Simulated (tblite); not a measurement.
# N2O2S: the cost of one run

Programs: tblite 0.8.0 and PySCF 2.14.0. All values are calculated, for the isolated system unless a continuum is named. Atoms count from 0, parts from 1.

## 1. Starting point

5 atoms, charge 0, multiplicity 1; geometry: rigid parts in contact. Parts: 1 = atoms 0–2, `O=S=O`, charge 0; 2 = atoms 3–4, `N#N`, charge 0.

## 2. Bringing the parts together with GFN2-xTB

The job: settings as JSON, then the geometry in Å.

```
{"job": {"kind": "dock", "xc": "GFN2-xTB", "basis": "xTB"}, "charge": 0, "multiplicity": 1, "parts": [{"atoms": "0-2", "charge": 0, "multiplicity": 1}, {"atoms": "3-4", "charge": 0, "multiplicity": 1}]}
O     -1.241968    -0.002460    -0.078369
S      0.070827    -0.008354     0.499069
O      1.171140     0.010814    -0.420700
N     -1.493842     0.535557     3.005186
N     -2.230192     0.420460     3.811776
```

With the program's defaults for keys left out, this is: GFN2-xTB search for minima from random contacts, gas phase.

Run with:

```bash
> OMP_NUM_THREADS=1 python cluster_run.py task.json out
```

The driver reads the jobs from task.json and runs them one after another.

**Question.** How long does this first job take on 1 thread of Arm Neoverse N1, shared host?

About 6.5 s.
